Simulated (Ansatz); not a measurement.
# Ga (Ga, alpha-Ga (Cmce)): the cost of one run

Method: DFT r2SCAN, plane waves (500 eV) with PAW, scalar-relativistic; PAW files made under PBE, frozen cores solved again for the functional, in Ansatz 0.2.0.

**1. The structure to begin with**

Symmetry: Cmce, No. 64, orthorhombic system. Conventional cell: a = 4.523 Å, b = 7.661 Å, c = 4.524 Å, α = 90.00°, β = 90.00°, γ = 90.00°. Ga (site symmetry m) is surrounded by 7 Ga at 2.48 to 2.79 Å.

As a file:

```cif
data_structure
_symmetry_space_group_name_H-M 'P 1'
_symmetry_Int_Tables_number 1
_cell_length_a 4.4483
_cell_length_b 4.4483
_cell_length_c 4.5240
_cell_angle_alpha 90.000
_cell_angle_beta 90.000
_cell_angle_gamma 118.885
_cell_volume 78.38
loop_
_atom_site_label
_atom_site_type_symbol
_atom_site_fract_x
_atom_site_fract_y
_atom_site_fract_z
_atom_site_occupancy
Ga1 Ga 0.84510 0.15490 0.08100 1
Ga2 Ga 0.65490 0.34510 0.58100 1
Ga3 Ga 0.15490 0.84510 0.91900 1
Ga4 Ga 0.34510 0.65490 0.41900 1
```

**2. Relaxation of the cell**

input.yaml reads:

```yaml
crystal:
  lattice:
    - [2.2615, -3.8305, 0.0]
    - [2.2615, 3.8305, 0.0]
    - [0.0, 0.0, 4.524]
  atoms:
    - { symbol: Ga, position: [0.8451, 0.1549, 0.081] }
    - { symbol: Ga, position: [0.6549, 0.3451, 0.581] }
    - { symbol: Ga, position: [0.1549, 0.8451, 0.919] }
    - { symbol: Ga, position: [0.3451, 0.6549, 0.419] }
hamiltonian:
  xc: r2scan
  pseudopotentials:
    kind: paw
    azcp:
      Ga: "pseudopotentials/Ga.paw.azcp"
basis:
  ecutwfc: 500
  fft_grid_basis: typed
kpoints:
  mp_grid: { grid: [8, 8, 7], shift: [0, 0, 0] }
magnetization:
  spin_polarized: false
scf:
  occupations: { method: fermi_dirac, width: 0.1 }
relax:
  max_steps: 60
  f_tol: 0.01
  cell: {}
```

Q: Estimate wall time and peak memory on 1 thread of an x86-64 CPU, shared host.

About 3.3 min, with a peak of 0.9 GiB.
